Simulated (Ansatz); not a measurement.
`[BH]OC`, charge 0, multiplicity 2.

(1) Give a relaxed structure at PBE0-D4/def2-TZVP (the Gaussian-basis code of Ansatz). (An estimate is asked.)

Answers

(1) Computed: 
Z-matrix (Å, degrees):
```
C
O 1 1.426
H 1 1.091 2 108.4
H 1 1.093 2 110.9 3 120.8
H 1 1.091 2 108.4 3 -118.4
B 2 1.320 1 124.1 3 -120.8
H 6 1.207 2 124.7 1 -0.0
```
Point group Cs.
